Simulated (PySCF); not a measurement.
Isomers of C4H7N, mass 69.058 u with the commonest isotopes. The calculation used PySCF 2.14.0, PBE0-D3(BJ)/def2-SVP geometry optimisation, gas phase. One conformer each, none proved a minimum here; rigid rotors.

Question: Order these by dipole moment, smallest first.
A. `[CH2:1]=[CH:2]/[N:3]=[CH:4]\[CH3:5]` with C1–C2–N3–C4 65°
B. isopropyl isocyanide (`[C-]#[N+]C(C)C`)
C. `[CH:1]1=[CH:2][CH2:3][NH:4][CH2:5]1` with C1–C2–C3–N4 -11°, C2–C3–N4–C5 18°, C3–N4–C5–C1 -18°, C2–C1–C5–N4 11°

Answer: C (1.19 D), A (1.90 D), B (3.99 D).

Question: Order these by rotational constant A, smallest first.
A. `[CH2:1]=[CH:2]/[N:3]=[CH:4]\[CH3:5]` with C1–C2–N3–C4 65°
B. `[CH:1]1=[CH:2][CH2:3][NH:4][CH2:5]1` with C1–C2–C3–N4 -11°, C2–C3–N4–C5 18°, C3–N4–C5–C1 -18°, C2–C1–C5–N4 11°
C. isopropyl isocyanide (`[C-]#[N+]C(C)C`)

Answer: B (7745 MHz), C (7988 MHz), A (9835 MHz).

Question: Order these by rotational constant B, smallest first.
A. `[CH2:1]=[CH:2]/[N:3]=[CH:4]\[CH3:5]` with C1–C2–N3–C4 65°
B. `[CH:1]1=[CH:2][CH2:3][NH:4][CH2:5]1` with C1–C2–C3–N4 -11°, C2–C3–N4–C5 18°, C3–N4–C5–C1 -18°, C2–C1–C5–N4 11° (3-pyrroline)
C. isopropyl isocyanide (`[C-]#[N+]C(C)C`)

Answer: A (3847 MHz), C (4324 MHz), B (7639 MHz).

```csv
SMILES,point group,Ia (u·Å²),Ib (u·Å²),Ic (u·Å²),κ,μa (D),μb (D),μc (D)
[C-]#[N+]C(C)C,Cs,63.26,116.89,163.40,-0.50,3.93,0.01,0.69
C=C/N=C\C,C1,51.39,131.38,166.25,-0.76,1.26,1.37,0.40
C1=CCNC1,Cs,65.25,66.16,121.90,0.94,0.76,0.01,0.92
```
